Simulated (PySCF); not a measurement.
PySCF input (BP86/def2-SVP):

```python
from pyscf import gto, dft

mol = gto.M(
    atom='''
    Li   -0.00000000   -0.00000000   -1.52942300
    F     0.00000000    0.00000000    0.50980767
    ''',
    basis='def2-svp',
    charge=1,
    spin=1,
    symmetry='C2v',
    verbose=4,
)

mf = dft.UKS(mol, xc='bp86')
mf.grids.level = 3
mf.conv_tol = 1e-9
mf.max_cycle = 100
mf.max_memory = 1500
mf.kernel()
if not mf.converged:
    mf = mf.newton()
    mf.kernel(mf.make_rdm1())
mf.dip_moment()
```

Task: What final total energy does it give?

Result: -106.91955 Eh.
